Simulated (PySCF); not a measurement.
A side-by-side comparison of computed properties.

First species: CS.
SMILES: `[C-]#[S+]`

Second species: C₄H₁₁PS.
Z-matrix (Å and degrees, GFN2-xTB geometry), rows numbered from 1:
```
C 
C   1  1.5229
P   2  1.8599  1  116.18
C   3  1.8699  2   98.77  1    52.41
S   4  1.8203  3  112.80  2   165.60
C   5  1.8118  4   99.41  3    58.00
H   1  1.0891  2  110.73  3    53.97
H   1  1.0886  2  109.78  3   173.45
H   1  1.0875  2  111.32  3   -66.92
H   2  1.0942  1  109.94  3  -119.63
H   2  1.0944  1  110.53  3   122.38
H   3  1.4029  2   95.11  1   -43.75
H   4  1.0915  3  112.43  2   -71.51
H   4  1.0919  3  108.44  2    50.03
H   6  1.0883  5  109.07  4   -62.37
H   6  1.0850  5  106.86  4   178.46
H   6  1.0870  5  109.57  4    59.19
```

Levels: PBE0/def2-SVPD for dipole moment, HOMO energy, LUMO energy, HOMO–LUMO gap, static isotropic polarisability and electronic spatial extent ⟨r²⟩ about the centre of nuclear charge; TDDFT PBE0/def2-SVPD for lowest singlet excitation; TDA PBE0/def2-SVPD for lowest triplet excitation (Tamm–Dancoff); GFN2-xTB for smallest rotational constant. Geometries: GFN2-xTB. Each structure is a single optimised conformer of the isolated species, non-relativistic unless stated. Electronic properties by PySCF.

The conformers computed, where there is a choice (atom-mapped SMILES and torsion angles):
- `[CH3:1][CH2:2][PH:3][CH2:4][S:5][CH3:6]`: C1–C2–P3–C4 52°, C2–P3–C4–S5 166°, P3–C4–S5–C6 58°

Values for the first species:

```
Dipole moment                                                     : 1.98 D
HOMO energy                                                       : -8.94 eV
LUMO energy                                                       : -2.36 eV
HOMO–LUMO gap                                                     : 6.58 eV
Lowest singlet excitation                                         : 4.85 eV
Lowest triplet excitation (Tamm–Dancoff)                          : 3.19 eV
Static isotropic polarisability                                   : 27.6 au
Electronic spatial extent ⟨r²⟩ about the centre of nuclear charge : 79 bohr²
Smallest rotational constant                                      : 25.029 GHz
```

(1) Estimate the same properties for the second species, and the change in each.

## Answers

(1) 
```
                                                         property       first      second  second less first
                                                    dipole moment      1.98 D      2.33 D            +0.35 D
                                                      HOMO energy    -8.94 eV    -6.22 eV           +2.72 eV
                                                      LUMO energy    -2.36 eV     0.29 eV           +2.65 eV
                                                    HOMO–LUMO gap     6.58 eV     6.51 eV           -0.07 eV
                                        lowest singlet excitation     4.85 eV     5.19 eV           +0.34 eV
                         lowest triplet excitation (Tamm–Dancoff)     3.19 eV     4.76 eV           +1.57 eV
                                  static isotropic polarisability     27.6 au     97.6 au           +70.0 au
electronic spatial extent ⟨r²⟩ about the centre of nuclear charge    79 bohr²  1265 bohr²        +1186 bohr²
                                     smallest rotational constant  25.029 GHz   0.984 GHz        -24.045 GHz
```

On the first: The 8 singlets span 4.85 to 9.36 eV, and their oscillator strengths add up to 0.71. S1 lies 1.73 eV below the HOMO–LUMO gap.

On the second: No computed singlet falls in the visible range (750 to 380 nm, 1.65 to 3.26 eV); S1 lies 1.93 eV above its blue end.
